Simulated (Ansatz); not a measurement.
A run of Ansatz (development build ahead of 0.2.0) on triplet CH3BO at this shape:

```json
{"atom": "B", "x (Å)": "-0.1431", "y (Å)": "0.5325", "z (Å)": "1.2725"}
{"atom": "C", "x (Å)": "0.0239", "y (Å)": "-0.0879", "z (Å)": "-0.2128"}
{"atom": "O", "x (Å)": "0.1448", "y (Å)": "-0.5001", "z (Å)": "-1.2280"}
{"atom": "H", "x (Å)": "0.4293", "y (Å)": "1.5975", "z (Å)": "1.1788"}
{"atom": "H", "x (Å)": "-1.3446", "y (Å)": "0.6092", "z (Å)": "1.4128"}
{"atom": "H", "x (Å)": "0.4060", "y (Å)": "-0.2824", "z (Å)": "1.9821"}
```

Its results:

| Property | Result |
| --- | --- |
| Converged | yes |
| Total energy | -138.79746 hartree |
| Spin squared of the determinant | 2.017 |
| Stability test | minimum |

Forces (eV/Å):
| atom | Fx | Fy | Fz |
| --- | --- | --- | --- |
| B1 | -3.078 | -7.710 | -2.598 |
| C2 | -1.033 | 3.937 | 9.342 |
| O3 | 1.102 | -3.459 | -8.792 |
| H4 | 1.834 | 4.143 | 0.834 |
| H5 | 0.283 | 1.701 | 0.510 |
| H6 | 0.892 | 1.388 | 0.705 |

**Question.** Which input gives this output? Name the method, the orbitals and the basis set, and write the input.

**Answer.** UHF in def2-SVP.

```yaml
crystal:
  periodic: [false, false, false]
  atoms:
    - { symbol: B, position_ang: [-0.14308, 0.53251, 1.27245] }
    - { symbol: C, position_ang: [0.02386, -0.08786, -0.2128] }
    - { symbol: O, position_ang: [0.14476, -0.50013, -1.22799] }
    - { symbol: H, position_ang: [0.42934, 1.59749, 1.17885] }
    - { symbol: H, position_ang: [-1.34464, 0.60924, 1.41281] }
    - { symbol: H, position_ang: [0.40601, -0.28241, 1.98212] }
basis:
  gaussian: { orbitals: def2-SVP }
magnetization:
  spin_polarized: true
  initial_magnetization: 2
hamiltonian:
  xc: hf
output:
  forces: true
```

Caution: another spin multiplicity may lie lower.
